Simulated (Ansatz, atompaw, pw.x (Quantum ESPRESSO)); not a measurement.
**ruthenium (bcc): variants of one PAW (atompaw) potential in the solid**

```
Element                 : ruthenium
Generator               : atompaw 4.2.0.5
Type                    : PAW
Functional              : PBEsol
Relativity              : scalar-relativistic
Frozen core             : [Ar] 3d10
Valence charge          : 16
Reference configuration : 4s2 4p6 4d7 5s1 5p0
Partial waves           : 4s (bound): rc 1.70 bohr; 5s (bound): rc 1.80 bohr; 4p (bound): rc 1.75 bohr; 5p (bound, empty): rc 2.35 bohr; 4d (bound): rc 2.15 bohr; 4d channel at 0.1 Ry: rc 2.15 bohr
Local potential         : bessel scheme, radius 1.85 bohr
Core correction         : smooth core density matched at 2.30 bohr
Augmentation charge     : sinc compensation charge, radius 2.20 bohr; PAW radius 2.35 bohr; waves and projectors: custom polynom2 7 10 vanderbiltortho
```

Crystal test: bcc Ru in pw.x 7.5, no spin, 15³ k-points, Fermi–Dirac smearing 0.01 Ry, cutoffs set for each file from its atomic test. The reference is all-electron LAPW (Ansatz 0.2.0) with the same functional, mesh and smearing; V0 and B0 come from Birch–Murnaghan fits to the pressures at five volumes. Errors are pseudo minus all-electron; Δ is the rms difference of the E(V) curves that follow from these fits, minima aligned, over ±6 % about the mean V0. Mesh and smearing are coarse, so the numbers serve the comparison and aren't converged zero-temperature values; the lattice is a test structure that the element need not adopt.

All-electron: a0 = 3.021 Å (V0 = 13.79 Å³/atom), B0 = 307.4 GPa.

2 further variants are left out: they gave no file fit for a test, a broken result, the same result as the base, or pressures whose basis-set error rivals the error shown.

```csv
change,cutoffs (Ry),pw.x,a0 (Å),a0 error (%),B0 error (%),Δ (meV/atom),mean pressure error (GPa)
base,85/850,converged,3.032,+0.38,-0.2,10.6,+3.63
"all radii scaled by about 0.93 (s 1.58, p 1.62, d 2.00 bohr); local potential bessel scheme, radius 1.72 bohr; augmentation sinc compensation charge, radius 2.04 bohr; PAW radius 2.18 bohr; waves and projectors: custom polynom2 7 10 vanderbiltortho; core correction smooth core density matched at 2.14 bohr",170/900,converged,3.030,+0.30,+0.1,8.4,+2.87
"all radii scaled by about 1.14 (s 1.94, p 2.00, d 2.46 bohr); local potential bessel scheme, radius 2.12 bohr; augmentation sinc compensation charge, radius 2.52 bohr; PAW radius 2.68 bohr; waves and projectors: custom polynom2 7 10 vanderbiltortho; core correction smooth core density matched at 2.62 bohr",85/850,converged,3.033,+0.41,-0.2,11.5,+3.93
"all radii scaled by about 1.27 (s 2.16, p 2.22, d 2.74 bohr); local potential bessel scheme, radius 2.36 bohr; augmentation sinc compensation charge, radius 2.80 bohr; PAW radius 3.00 bohr; waves and projectors: custom polynom2 7 10 vanderbiltortho; core correction smooth core density matched at 2.94 bohr",75/750,converged,3.007,-0.46,+23.3,13.5,-4.42
```
